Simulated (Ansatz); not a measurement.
Compare A (`N=C(O)CS`) with its isomer B (`C/N=C(/O)S`).

Program: Ansatz. Geometries: PBE0-D4/def2-TZVP. ΔE: electronic, gas phase. CCSD(T)/CBS is the MP2 limit (def2-TZVPP, def2-QZVPP) plus CCSD(T) − MP2 in def2-TZVPP, frozen cores. Functionals use def2-TZVPP. B3LYP here is the variant with VWN-RPA as its local correlation; programs differ in this. Each species was taken in one conformer, which may not be the lowest.

(1) Which is lower in electronic energy at CCSD(T)/CBS, and by how much? (Best estimate.)

(2) Give E(B) − E(A) in kcal/mol with CCSD/def2-TZVPP, B3LYP, B2PLYP, CCSD(T)/def2-TZVPP, PBE0-D4, ωB97M-V, r2SCAN-D4. (Estimate.)

Largest T1 diagnostic: 0.014.

## Answers

(1) Ansatz gave: A, by 7.7 kcal/mol.

(2) Computed: CCSD/def2-TZVPP 8.4, B3LYP 5.8, B2PLYP 6.3, CCSD(T)/def2-TZVPP 7.6, PBE0-D4 6.4, ωB97M-V 7.9, r2SCAN-D4 5.2. None reverses the order clearly.

From PBE to PBE0 (25 % exact exchange), in def2-TZVPP and without D4, E(B) − E(A) moves by +1.8 kcal/mol. In def2-TZVPP, CCSD(T) changes the Hartree–Fock value by −1.9 kcal/mol (the triples alone add −0.7 kcal/mol) and MP2 by −2.6 kcal/mol.
